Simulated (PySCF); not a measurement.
C3H6, SMILES C=CC (connectivity only; charge and spin as stated), charge +1, multiplicity 2. Atoms are numbered in the order given.

```xyz
9

C     -1.1922     0.1818    -0.2322
C      0.0572    -0.0349     0.4666
C      1.3092    -0.1723    -0.1739
H     -1.8905    -0.6236     0.0595
H     -1.6831     1.0752     0.1907
H     -1.1060     0.2514    -1.3143
H      0.0368    -0.0993     1.5539
H      1.3803    -0.1401    -1.2577
H      2.2173    -0.3112     0.4051
```
Charge +1, spin multiplicity 2.

Coordinates come from a ωB97X-D3(BJ)/def2-TZVP optimisation. The multiplicity is an assumed one; other spin states were not compared.

Computed with PBE0/pcH-1 in PySCF.

Unrestricted Kohn–Sham, ⟨S²⟩ = 0.752. Hyperfine tensors hold the contact and dipolar terms, without spin-orbit corrections.

### Question
Estimate the hyperfine couplings. (The exact figures need the calculation; the answer reports its results.)

### Answer

```
nucleus    A(iso) (MHz)  A(iso) (G)  dipolar principal values (MHz)
---------  ------------  ----------  ------------------------------
13C no. 1         -16.0        -5.7                -6.5, -4.0, 10.6
13C no. 2           8.4         3.0              -29.8, -26.2, 55.9
13C no. 3          43.0        15.4              -50.8, -49.1, 99.9
1H no. 4          130.7        46.6                 -6.1, -3.8, 9.9
1H no. 5          118.0        42.1                -6.0, -4.0, 10.0
1H no. 6           -2.6        -0.9                 -3.5, -1.4, 5.0
1H no. 7          -25.2        -9.0               -14.4, -4.7, 19.1
1H no. 8          -45.5       -16.2               -23.5, -4.4, 28.0
1H no. 9          -46.4       -16.6               -23.9, -4.2, 28.1
```

### Question
And the g tensor (effective nuclear charges for spin-orbit coupling, GIAO)? (An estimate is asked for; the answer gives what the named calculation found.)

### Answer
principal values 2.0022, 2.0023, 2.0034; isotropic 2.0026.
